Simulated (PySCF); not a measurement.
Working out the electron affinity of S

S⁻ [Ne] 3s2 3p5 (2P) → S [Ne] 3s2 3p4 (3P). Calculation: PySCF 2.14, in aug-cc-pV(T+d)Z with one added diffuse shell each of s, p, d, f type (7s6p5d3f, 71 functions); the non-relativistic Hamiltonian (point nucleus). Frozen: [Ne]. Energies in hartree (1 hartree = 27.21139 eV):

| part | S⁻ (lower) | S (upper) |
| --- | --- | --- |
| UHF | -397.542694 | -397.510008 |
| MP2 opposite-spin | -0.120912 | -0.091342 |
| MP2 same-spin | -0.036601 | -0.027547 |

Problem. What does Hartree-Fock give?

Solution. (-397.510008) − (-397.542694) = 0.032686 hartree = 0.889 eV.

Problem. What do MP2 and SCS-MP2 (6/5 opposite-spin, 1/3 same-spin) give?

Solution. The opposite-spin parts differ by 0.805 eV and the same-spin parts by 0.246 eV. MP2: 0.889 + (0.805) + (0.246) = 1.940 eV. SCS-MP2: 0.889 + 1.2 × (0.805) + (0.246)/3 = 1.937 eV.

A first-order spin-orbit estimate adds -0.003 eV to MP2 (valence), giving 1.937 eV against 2.077 eV (measured; photodetachment measurements, as compiled on the Wikipedia data page of electron affinities).

What remains against the reference includes basis incompleteness, the frozen core and correlation beyond second order.
